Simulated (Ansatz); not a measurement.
The cluster B₂H₃, relaxed as a doublet with UKS B3LYP-D4/def2-TZVP in Ansatz, starting from the GFN2-xTB geometry. Force threshold 0.02 eV/Å.

The structure comes from a short search, and lower isomers may exist.

Start:

```
atom   x (Å)   y (Å)   z (Å)
  B1  -0.385   0.430   0.079
  B2   0.627  -0.698  -0.128
  H3   1.389  -1.553  -0.285
  H4  -0.519   1.332  -0.669
  H5  -1.113   0.490   1.004
```

```json
{"step": "1", "energy (eV)": "-1399.2514", "largest force component (eV/Å)": "0.543", "SCF passes": "26"}
{"step": "2", "energy (eV)": "-1399.2828", "largest force component (eV/Å)": "0.280", "SCF passes": "32"}
{"step": "3", "energy (eV)": "-1399.2879", "largest force component (eV/Å)": "0.027", "SCF passes": "32"}
{"step": "4", "energy (eV)": "-1399.2880", "largest force component (eV/Å)": "0.002", "SCF passes": "27"}
```

Force components are those of the run's own axes.

End:

Cartesian coordinates in Å:
```
B -0.406 0.453 0.083
B 0.626 -0.699 -0.129
H 1.403 -1.567 -0.288
H -0.501 1.345 -0.707
H -1.122 0.467 1.041
```

By distances, no bond broke or formed. The bond that changes most is B1–B2, from 1.53 to 1.56 Å (atoms count from 1).

No frequencies were taken in this run, so the end may be a saddle point.

It took 1.9 s on 4 threads of Arm Neoverse V2 on a shared host.
